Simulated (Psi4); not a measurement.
# SiPH3Cl (SMILES P[SiH]Cl) at UMP2/6-311++G(2d,2p) (density fitting, density fitting for correlation, sweep point 8)

What is the vertical doublet–quartet gap of SiPH3Cl at UMP2/6-311++G(2d,2p) (density fitting, density fitting for correlation, sweep point 8)? 

The results are computed with Psi4 1.11.

21 further runs of the same task are left out: 20 that didn't finish, 1 set aside as unsound or not needed.

**1. Starting point**

SiPH3Cl: 6 atoms, total charge 0, spin state doublet. SMILES: `P[SiH]Cl`. The coordinates come from a GFN2-xTB relaxation. This is one conformer, not always the lowest.

Bond lengths: P1–Si2 2.239 Å, Si2–Cl3 2.032 Å, P1–H4 1.386 Å, P1–H5 1.384 Å, Si2–H6 1.470 Å. Angles: P1–Si2–Cl3 109.3°, P1–Si2–H6 109.1°, Cl3–Si2–H6 106.1°, Si2–P1–H4 96.3°, Si2–P1–H5 95.0°, H4–P1–H5 92.9°.

**2. The energy at UMP2/6-311++G(2d,2p) (density fitting, density fitting for correlation, sweep point 8)**

Contents of job.dat:

```
memory 1.6 GB

molecule {
  0 2
  P     -0.416120     0.339600    -1.149360
  Si     0.362920    -0.132060     0.895920
  Cl     1.453060    -1.845610     0.820500
  H     -1.414820    -0.622100    -1.156700
  H     -1.279720     1.333820    -0.722090
  H      1.294660     0.926350     1.311730
  units angstrom
  symmetry c1
}

set basis 6-311++G(2d,2p)
set reference uhf
set puream true
set scf_type df
set num_frozen_docc 15
set maxiter 150

result, w = energy("mp2", return_wfn=True)
```

Command:

```sh
psi4 -n 1 job.dat job.out
```

job.out:

```text
[...]
  Running in c1 symmetry.
[...]
  Nuclear repulsion =  183.010125253006549
[...]
  Multiplicity = 2
[...]
  Nalpha       = 25
  Nbeta        = 24
[...]
    Number of basis functions: 135
[...]
   @DF-UHF iter   1: -1090.90231622164447   -3.55135e-01   2.32123e-03 DIIS/ADIIS
[...]
   @DF-UHF iter  15: -1090.96145772569025   -1.31877e-11   6.11785e-09 DIIS
[...]
   @S^2 Observed:                7.607842600E-01
[...]
    Orbital Energies [Eh]
    ---------------------
    Alpha Occupied:
       1A   -104.834160     2A    -79.947125     3A    -68.834460
       4A    -10.561886     5A     -8.030589     6A     -8.028013
       7A     -8.027214     8A     -7.492719     9A     -6.178524
      10A     -5.388367    11A     -5.386535    12A     -5.385582
      13A     -4.290331    14A     -4.282476    15A     -4.280952
      16A     -1.109953    17A     -0.879009    18A     -0.699858
      19A     -0.560146    20A     -0.527777    21A     -0.511557
      22A     -0.496830    23A     -0.445519    24A     -0.419824
      25A     -0.322963
    Alpha Virtual:
[...]
  @DF-UHF Final Energy: -1090.96145772569025
   => Energetics <=
    Nuclear Repulsion Energy =            183.0101252530065494
    One-Electron Energy =               -1874.6137551741262541
    Two-Electron Energy =                 600.6421721954293389
    Total Energy =                      -1090.9614577256902521
  UHF NO Occupations:
  HONO-2 :   23  A 1.9992987
  HONO-1 :   24  A 1.9957039
[...]
 Multipole Moments:
 ------------------------------------------------------------------------------------
     Multipole            Electronic (a.u.)      Nuclear  (a.u.)        Total (a.u.)
 ------------------------------------------------------------------------------------
 L = 1.  Multiply by 2.5417464519 to convert [e a0] to [Debye]
 Dipole X            :          2.2128332           -2.7324995           -0.5196663
 Dipole Y            :         -3.0682727            3.4874070            0.4191343
 Dipole Z            :          0.5028587           -0.3868542            0.1160045
 Magnitude           :                                                    0.6776309
[...]
```

It took 5.1 s on 1 thread of Intel Xeon Platinum 8488C (Sapphire Rapids), shared host; peak memory 0.28 GiB.

**3. The quartet, same level**

Contents of input.inp:

```
memory 1600 mb

molecule mol {
  0 4
  P     -0.416120     0.339600    -1.149360
  Si     0.362920    -0.132060     0.895920
  Cl     1.453060    -1.845610     0.820500
  H     -1.414820    -0.622100    -1.156700
  H     -1.279720     1.333820    -0.722090
  H      1.294660     0.926350     1.311730
  symmetry c1
}

set basis 6-311++G(2d,2p)
set reference uhf
set puream true
set scf_type df
set num_frozen_docc 15
set maxiter 100
set soscf true
set soscf_start_convergence 0.001

result, w = energy('mp2', return_wfn=True)
```

Command:

```sh
psi4 input.inp input.out -n 1
```

input.out:

```text
[...]
  Running in c1 symmetry.
[...]
  Nuclear repulsion =  183.010125253006549
[...]
  Multiplicity = 4
[...]
  Nalpha       = 26
  Nbeta        = 23
[...]
    Number of basis functions: 135
[...]
   @DF-UHF iter   1: -1090.66437367881736   -1.17193e-01   2.34443e-03 DIIS/ADIIS
[...]
   @DF-UHF iter  29: -1090.76098622597760   -3.63798e-12   3.56000e-09 SOSCF, nmicro=conv
[...]
   @S^2 Observed:                3.768557983E+00
[...]
    Orbital Energies [Eh]
    ---------------------
    Alpha Occupied:
       1A   -104.840360     2A    -80.006084     3A    -68.854432
       4A    -10.567956     5A     -8.036779     6A     -8.034069
       7A     -8.033115     8A     -7.545028     9A     -6.197413
      10A     -5.448880    11A     -5.440232    12A     -5.437970
      13A     -4.309125    14A     -4.301428    15A     -4.299968
      16A     -1.116187    17A     -0.928068    18A     -0.714675
      19A     -0.594195    20A     -0.555692    21A     -0.539839
      22A     -0.516413    23A     -0.497723    24A     -0.451034
      25A     -0.356245    26A     -0.166737
    Alpha Virtual:
[...]
  @DF-UHF Final Energy: -1090.76098622597760
   => Energetics <=
    Nuclear Repulsion Energy =            183.0101252530065494
    One-Electron Energy =               -1873.4515602658123044
    Two-Electron Energy =                 599.6804487868282649
    Total Energy =                      -1090.7609862259776037
  UHF NO Occupations:
  HONO-2 :   24  A 1.0000000
  HONO-1 :   25  A 1.0000000
[...]
 Multipole Moments:
 ------------------------------------------------------------------------------------
     Multipole            Electronic (a.u.)      Nuclear  (a.u.)        Total (a.u.)
 ------------------------------------------------------------------------------------
 L = 1.  Multiply by 2.5417464519 to convert [e a0] to [Debye]
 Dipole X            :          2.4479601           -2.7324995           -0.2845395
 Dipole Y            :         -3.1577904            3.4874070            0.3296165
 Dipole Z            :          0.5411753           -0.3868542            0.1543211
 Magnitude           :                                                    0.4619792
[...]
```

Wall time 27 s (1 thread of Intel Xeon Platinum 8488C (Sapphire Rapids), shared host); peak memory 0.3 GiB.

**4. What came out**

At UMP2/6-311++G(2d,2p) (density fitting, density fitting for correlation, sweep point 8), 15 core orbitals frozen:

| quantity | value |
| --- | --- |
| doublet: total energy | -1091.33819 Eh |
| doublet: HOMO energy (Hartree–Fock orbitals) (highest over α and β) | -8.79 eV |
| doublet: LUMO energy (Hartree–Fock orbitals) (lowest over α and β) | 0.56 eV |
| doublet: correlation energy (15 core orbitals frozen) | -376.7 mEh |
| doublet: ⟨S²⟩ of the reference determinant | 0.761 |
| quartet: total energy | -1091.11604 Eh |
| quartet: HOMO energy (Hartree–Fock orbitals) (highest over α and β) | -4.54 eV |
| quartet: LUMO energy (Hartree–Fock orbitals) (lowest over α and β) | -1.43 eV |
| quartet: correlation energy (15 core orbitals frozen) | -355.0 mEh |
| quartet: ⟨S²⟩ of the reference determinant | 3.769 |
| vertical energy of the quartet above the doublet | 6.045 eV |

In words: At this shape the quartet lies 6.05 eV (139 kcal/mol) above the doublet.
